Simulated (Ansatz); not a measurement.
in.yaml

```yaml
crystal:
  periodic: [false, false, false]
  atoms:
    - {symbol: Ga, position_ang: [0.000000, 0.000000, -0.039785]}
    - {symbol: H, position_ang: [0.000000, 1.059167, 1.376033]}
    - {symbol: H, position_ang: [0.000000, -1.059167, 1.376033]}
basis:
  gaussian: {orbitals: 6-31G, fitting: {mean_field: def2-universal-jkfit}}
total_charge: 1
magnetization: {spin_polarized: false, initial_magnetization: 2}
correlation: {method: fic_mrcisd_q, electrons: valence, active_space: {window: {electrons: 4, orbitals: 3}}}
scf: {lower_state_search: off}
```

```sh
$ ansatz run in.yaml --threads 1 --pin off --events-out ev --progress --plain --max-ram 2393MiB
```

Q: Roughly how long does this take on 1 thread of Intel Xeon, shared host, and how much host memory?

A: 3.8 s wall and 0.18 GiB.

```
these checks for a lower state are left out or cut short: stability, starts, cluster_reference, orbital_swaps, neighbouring_geometries, increment
302 factors; integrals over basis functions are off by at most 1.2e-1 eV
mean field evaluation 1: about -52345.6957 eV, gradient 4.5e0 eV
mean field evaluation 2: about -52345.9105 eV, gradient 1.1e0 eV
mean field evaluation 4: about -52345.9197 eV, gradient 4.8e-4 eV
mean field -52345.91967561 eV, -1923.6770667399 hartree, gradient 4.2e-7 eV, S^2 2.000000; 0 other end points of the search recorded, 0 dependent functions left out
reference -52345.91967561 eV, -1923.6770667399 hartree; 17, 15 occupied and 16, 18 virtual orbitals, 302 factors
state -52345.91967561 eV, -1923.6770667399 hartree
contracted CI cycle   1: correlation 0.00000000 eV, 0.0000000000 hartree, residual 3.20e1 eV
contracted CI cycle   2: correlation -4.97962529 eV, -0.1829978541 hartree, residual 3.59e0 eV
contracted CI cycle   3: correlation -5.14088431 eV, -0.1889240137 hartree, residual 1.11e0 eV
contracted CI cycle   4: correlation -5.15623109 eV, -0.1894879975 hartree, residual 3.05e-1 eV
contracted CI cycle   5: correlation -5.15735074 eV, -0.1895291439 hartree, residual 8.42e-2 eV
contracted CI cycle   6: correlation -5.15743980 eV, -0.1895324169 hartree, residual 2.76e-2 eV
contracted CI cycle   7: correlation -5.15745014 eV, -0.1895327970 hartree, residual 6.60e-3 eV
contracted CI cycle   8: correlation -5.15745074 eV, -0.1895328190 hartree, residual 2.06e-3 eV
contracted CI cycle   9: correlation -5.15745079 eV, -0.1895328207 hartree, residual 4.86e-4 eV
state -52345.91967561 eV, -1923.6770667399 hartree; corrected -52351.38726297 eV, -1923.8779968695 hartree
Total energy: -52351.38726297 eV, -1923.8779968695 hartree
Checks for a lower state left out: stability, starts, cluster_reference, orbital_swaps, neighbouring_geometries, increment
```

Natural occupations: 2.0000 1.0000 1.0000.
